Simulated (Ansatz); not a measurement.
All numbers were calculated with Ansatz.

A structure relaxed at PBE0-D4/def2-TZVP, charge 0, multiplicity 1:

```
atom   x (Å)   y (Å)   z (Å)
  F1  -0.933   0.823   1.896
 Si2   0.343   0.552   0.959
 Si3  -0.325  -0.565  -0.990
  H4   0.959   1.867   0.642
  H5   1.314  -0.259   1.739
  H6  -0.939  -1.878  -0.659
  H7   0.882  -0.793  -1.831
  H8  -1.301   0.253  -1.756
```

Give its formula and SMILES.

FH5Si2, `F[SiH2][SiH3]`.

Point group (tolerance 0.08 Å, 0.16 Å for H)?

Cs.

Summarise the bond lengths by kind.

1 × F–Si 1.607 Å; 1 × Si–Si 2.343 Å; 5 × H–Si 1.486 to 1.489 Å.
